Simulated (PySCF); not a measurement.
How good is the calculation?

Atoms are numbered as in `[O:1]=[CH:2][OH:3]`. Each H is labelled by its parent atom.

- coordinates at the PBE0-D3(BJ)/def2-TZVP level
- GIAO B97-2/pcSseg-2 shieldings
- run in PySCF 2.14.0 with density-fitted response routines
- non-relativistic Hamiltonian, no solvent, one conformer

Reference values: CCSD(T)/cc-pVQZ (gas (isolated, no vibration); M. Maurer, PhD thesis, LMU Munich (Maurer, Ochsenfeld, JCTC 2015 SI; set of Flaig et al., JCTC 2014, 10, 572)).
```tsv
atoms	quantity	reference	computed	computed, scaled
C2	δ ¹³C	161.2	165.5	157.6
O1	δ ¹⁷O vs H2O (same level)	411.1	424.6	–
O3	δ ¹⁷O vs H2O (same level)	191.0	208.1	–
```

Computed shifts are σ(ref) − σ with the named reference compound (TMS for H and C) calculated as an isolated molecule at the same level. The measured values may be among those fitted. Expected solution values come from regression of measured δ (H and C: mostly CDCl3, vs TMS) on computed σ: ¹³C: δ = 176.83 − 0.965σ (rms 2.0 ppm, 507 shifts, 2.1 ppm with the 1 outlier that the fit left out); ¹⁷O: δ = 275.01 − 0.945σ (rms 12.8 ppm, 79 shifts vs liquid water, solution or neat liquid). A few per cent of atoms miss by over 2 rms, more outside the fitted compound classes.

Problem. How far are the unscaled ¹⁷O shifts from the references?

Solution. Mean signed difference +15.30 ppm, mean absolute 15.30 ppm over 2 comparisons; the largest is +17.1 ppm at O3 (acid hydroxyl oxygen).

3 of the 4 published NMR values on file for this molecule are compared. The rest: values whose atom or origin is in doubt.

Hydrogen bonding in solution deshields acid and N–H amide carbonyl carbons by as much as 10 ppm beyond these values.
